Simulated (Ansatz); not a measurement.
A nudged elastic band was laid between two geometries of CH4OS2 (8 atoms, charge 0, multiplicity 1).

All numbers below come from RKS B3LYP/cc-pVDZ in Ansatz.

* movable images: 5
* climbing image: yes
* spring: 5.0 eV/Å²
* optimiser: quadratic models (default)
* start path: through a guess of the saddle point
* force threshold: 0.05 eV/Å
* iteration limit: 60
* end points: relaxed

First end point:

```xyz
8
Properties=species:S:1:pos:R:3
O -0.517 1.285 -0.841
C 0.175 0.523 0.092
S 1.276 -0.668 -0.832
S -0.881 -0.308 1.375
H -1.113 0.694 -1.331
H 0.798 1.225 0.663
H 1.595 -1.452 0.229
H -1.241 -1.358 0.590
```

Last end point:

```xyz
8
Properties=species:S:1:pos:R:3
O -0.202 1.281 -0.806
C 0.030 0.305 0.153
S 0.912 -1.195 -0.496
S -1.601 -0.242 0.876
H -0.647 0.851 -1.557
H 0.637 0.773 0.938
H 2.079 -0.547 -0.764
H -1.115 -1.283 1.601
```

**Question.** Which bonds break or form, and what moves?

**Answer.** No bond is made or broken. The dihedral S4–C2–S3–H7 goes from -39 to -172°.

**Question.** Give the energies along the band, and the barrier.

**Answer.** The run converged. The highest image is number 2 of 0 to 6, 0.108 eV above the first end and 0.143 eV above the last; the last end lies 0.034 eV below the first. Beside the main top the profile has a ripple of under 15 meV (maxima at images 2, 4), which may be a very shallow well or noise. A vibrational analysis at the climbing image gives one clearly imaginary mode, 216i cm⁻¹: a first-order saddle point.

| image | path coordinate (Å) | energy (eV) | dihedral S4–C2–S3–H7 (°) |
| --- | --- | --- | --- |
| 0 | 0.00 | 0.000 | -39 |
| 1 | 0.62 | 0.055 | -70 |
| 2 | 1.25 | 0.108 | -102 |
| 3 | 2.18 | 0.000 | -153 |
| 4 | 3.11 | 0.012 | 165 |
| 5 | 4.05 | -0.018 | 175 |
| 6 | 4.98 | -0.034 | -172 |

**Question.** What is the geometry of the highest image?

**Answer.** 
```xyz
8
Properties=species:S:1:pos:R:3
O -0.344 1.357 -0.873
C 0.085 0.408 0.043
S 1.038 -0.996 -0.760
S -1.379 -0.200 1.036
H -1.088 0.977 -1.369
H 0.782 0.920 0.718
H 2.055 -1.008 0.139
H -1.056 -1.516 1.009
```

Time of the run: 9.6 min on 1 thread of Arm Neoverse V2 (shared host), peak memory 0.17 GiB.
